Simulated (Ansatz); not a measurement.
Reaction (SMILES): [NH2] (NH2) → 2 H atom + N atom
B3LYP-D3(BJ)/def2-TZVP geometries, fixed; electronic energies without zero-point terms.

Basis-set convergence of the atomisation energy at r2SCAN with Ansatz (a first-principles code). All functions are spherical. The program fits the integrals of some runs and decomposes those of others, by size. Open shells are unrestricted. No added dispersion term, no relativity. Functions are those of the species that has most. Reference: the value in aug-cc-pV5Z, 183.92 kcal/mol, itself unsure by roughly 0.06 kcal/mol (its mean distance from pcseg-4, aug-pcseg-3, aug-cc-pVQZ). Deviations are taken from unrounded values.

```csv
basis,functions,atomisation energy (kcal/mol),minus reference (kcal/mol)
cc-pVDZ,24,175.88,-8.04
aug-cc-pVDZ,41,180.41,-3.50
cc-pVTZ,58,182.31,-1.60
jun-cc-pV(T+d)Z,67,183.49,-0.42
aug-cc-pVTZ,92,183.54,-0.38
cc-pVQZ,115,183.23,-0.69
aug-cc-pVQZ,172,183.76,-0.16
cc-pV5Z,201,183.75,-0.17
aug-cc-pV5Z,287,183.92,0.00
```

The smallest set listed that lies within 2 kcal/mol of the reference with all its larger relatives (same family, alike in diffuse functions; a set with none counts only in the reference's own line) is cc-pVTZ (58 functions, -1.60 kcal/mol off).
